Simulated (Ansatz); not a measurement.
# BF2+ (SMILES F[B+]F): functionals against CCSD(T) at one geometry

Aim: energy, forces and dipole at a structure displaced at random from a GFN2-xTB minimum, from CCSD(T) and from density functionals.

The runs use Ansatz 0.2.0, Gaussian basis; single points in def2-TZVPP.

Correlated methods freeze the cores.

## (1) Starting geometry

SMILES `F[B+]F`, 3 atoms, charge 1, spin multiplicity 1.

Atoms are counted from 1 here; the program's logs count them from 0.

Bond lengths: F1–B2 1.280 Å, B2–F3 1.162 Å. Angles: F1–B2–F3 174.2°.

Geometry (Å):

```xyz
3
charge 1, multiplicity 1
F     0.25510    1.16430    0.34740
B     0.05220   -0.06190    0.04060
F    -0.18910   -1.13590   -0.33300
```

## (2) CCSD(T)/def2-TZVPP

Contents of run/in.yaml:

```yaml
crystal:
  periodic: [false, false, false]
  atoms:
    - {symbol: F, position_ang: [0.255100, 1.164300, 0.347400]}
    - {symbol: B, position_ang: [0.052200, -0.061900, 0.040600]}
    - {symbol: F, position_ang: [-0.189100, -1.135900, -0.333000]}
basis:
  gaussian: {orbitals: def2-TZVPP}
total_charge: 1
correlation: {method: ccsd_t}
output: {forces: true}
```

The command line of these runs was not kept.

## (3) PBE0-D4/def2-TZVPP

Changes to run/in.yaml since step 2:

```diff
@@ -9,3 +9,3 @@
 total_charge: 1
-correlation: {method: ccsd_t}
-output: {forces: true}
+hamiltonian: {xc: pbe0, dispersion: d4}
+output: {forces: true, orbitals: {seedname: orbitals}}
```

## (4) wB97M-V/def2-TZVPP

Changes to run/in.yaml since step 3:

```diff
@@ -9,3 +9,3 @@
 total_charge: 1
-hamiltonian: {xc: pbe0, dispersion: d4}
-output: {forces: true, orbitals: {seedname: orbitals}}
+hamiltonian: {xc: {name: wB97M-V}}
+output: {forces: true}
```

## (5) r2SCAN-D4/def2-TZVPP

Changes to run/in.yaml since step 4:

```diff
@@ -9,3 +9,3 @@
 total_charge: 1
-hamiltonian: {xc: {name: wB97M-V}}
+hamiltonian: {xc: r2scan, dispersion: d4}
 output: {forces: true}
```

## (6) PBE-D4/def2-TZVPP

Changes to run/in.yaml since step 5:

```diff
@@ -9,3 +9,3 @@
 total_charge: 1
-hamiltonian: {xc: r2scan, dispersion: d4}
+hamiltonian: {xc: pbe, dispersion: d4}
 output: {forces: true}
```

## (7) B97M-V/def2-TZVPP

Changes to run/in.yaml since step 6:

```diff
@@ -9,3 +9,3 @@
 total_charge: 1
-hamiltonian: {xc: pbe, dispersion: d4}
+hamiltonian: {xc: {name: B97M-V}}
 output: {forces: true}
```

## (8) HSE06-D4/def2-TZVPP

Changes to run/in.yaml since step 7:

```diff
@@ -9,3 +9,3 @@
 total_charge: 1
-hamiltonian: {xc: {name: B97M-V}}
+hamiltonian: {xc: hse06, dispersion: d4}
 output: {forces: true}
```

(Steps that only read results are left out.)

Q: Predict the outcome of this session. Wanted: energy less free atoms, CCSD(T)/def2-TZVPP; RMS force component; RMS force error; HOMO and LUMO, PBE0-D4; T1 diagnostic.

As calculated:

| quantity | value |
| --- | --- |
| energy less free atoms, CCSD(T)/def2-TZVPP | -84.7 kcal/mol |
| RMS force component | 3.491 to 3.644 eV/Å over the methods |
| RMS force error | PBE0-D4 0.204, wB97M-V 0.077, r2SCAN-D4 0.089, PBE-D4 0.220, B97M-V 0.268, HSE06-D4 0.201 eV/Å |
| HOMO and LUMO, PBE0-D4 | -22.40 and -8.71 eV |
| T1 diagnostic | 0.015 |

In words: Against CCSD(T) the functionals' energies less atoms differ by -21.1 to -7.4 kcal/mol, PBE-D4 by -21.1 kcal/mol. A larger basis would deepen the CCSD(T) value, while the functionals are nearly converged already, so the order here is not reliable. The forces of wB97M-V come nearest to CCSD(T), those of B97M-V are farthest. Frozen-core CCSD(T) forces in triple zeta carry basis errors of their own, and this is one geometry, so small gaps rank nothing.
